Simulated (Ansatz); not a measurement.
# C5H5N: the cost of one run

Program: Ansatz 0.2.0. Level of theory: the levels named in each step. These are calculated values, not measurements.

## Step 1: The starting structure

Bond lengths: C1–C2 1.196 Å, C2–C3 1.448 Å, C3–C4 1.540 Å, C4–C5 1.440 Å, C5–N6 1.143 Å, C1–H7 1.049 Å, C3–H8 1.093 Å, C3–H9 1.095 Å, C4–H10 1.095 Å, C4–H11 1.093 Å. Angles (14 of 15 angles, heavy atoms first): C1–C2–C3 178.2°, C2–C3–C4 110.4°, C3–C4–C5 110.6°, C4–C5–N6 178.6°, C2–C1–H7 178.7°, C2–C3–H8 109.3°, C2–C3–H9 109.3°, C4–C3–H8 109.8°, C4–C3–H9 109.8°, C3–C4–H10 110.1°, C3–C4–H11 110.1°, C5–C4–H10 108.7°, C5–C4–H11 108.9°, H8–C3–H9 108.2°.

Structure file:

```xyz
11

C     2.6912    0.9699    0.9224
C     1.7491    0.3014    0.6119
C     0.5859   -0.4709    0.2275
C    -0.5556    0.4623   -0.2186
C    -1.7139   -0.3025   -0.6006
N    -2.6210   -0.9324   -0.8953
H     3.5291    1.5366    1.1987
H     0.8538   -1.1452   -0.5903
H     0.2570   -1.0781    1.0772
H    -0.8327    1.1354    0.5995
H    -0.2351    1.0683   -1.0702
```

## Step 2: A rough first relaxation, PBE-D4/def2-SVP

Input file input.yaml:

```yaml
crystal:
  periodic: [false, false, false]
  atoms:
    - { symbol: C, position_ang: [2.69122, 0.96988, 0.92239] }
    - { symbol: C, position_ang: [1.74911, 0.30137, 0.61187] }
    - { symbol: C, position_ang: [0.58587, -0.47094, 0.22745] }
    - { symbol: C, position_ang: [-0.55556, 0.46233, -0.2186] }
    - { symbol: C, position_ang: [-1.71393, -0.30252, -0.60062] }
    - { symbol: "N", position_ang: [-2.62101, -0.93244, -0.89533] }
    - { symbol: H, position_ang: [3.52912, 1.53655, 1.19875] }
    - { symbol: H, position_ang: [0.85375, -1.14517, -0.59033] }
    - { symbol: H, position_ang: [0.25697, -1.07812, 1.07723] }
    - { symbol: H, position_ang: [-0.83265, 1.13539, 0.59945] }
    - { symbol: H, position_ang: [-0.23512, 1.06826, -1.07019] }
basis:
  gaussian: { orbitals: def2-SVP }
hamiltonian:
  xc: pbe
  dispersion: d4
relax:
  f_tol: 0.03
  max_steps: 200
```

The run is started by

```console
> ansatz run input.yaml --threads 4 --pin off --max-ram 10240MiB --backend cpu --events-out ev --progress --plain --runs-dir out
```

**Question.** How long does this run take on 4 threads of Intel Xeon at 2.50GHz (Skylake/Cascade Lake), shared host, and how much memory does it need?

About 11 s, with a peak of 0.16 GiB.
